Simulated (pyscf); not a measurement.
PySCF, gas phase, ωB97X-D3(BJ)/def2-SVP geometries.

### Question
How much does it cost (ΔH, 298 K, ωB97M-D3(BJ)/def2-TZVP) to split `[OH][Mo]([F])([F])([F])([F])[SH]` at its Mo–O bond into OH• + [F–Mo(F)(F)(F)–SH]•?

### Answer
Mo–O to OH• + [F–Mo(F)(F)(F)–SH]•: 45.5 kcal/mol. The 7 functionals that were run give +42.0 (M06-2X) to +64.3 kcal/mol (PBE). The radicals are drawn with the spin at the cut bond; how far it spreads was not checked. Other isomers of [F–Mo(F)(F)(F)–SH]• were not searched in full and may lie lower. Left out: the spin-orbit lowering of OH. Open-shell species with a d-block atom are single-reference here; other states, and whether the spin sits on metal or ligand, were not checked. Elements past Kr carry the def2 core potentials, without spin-orbit coupling.
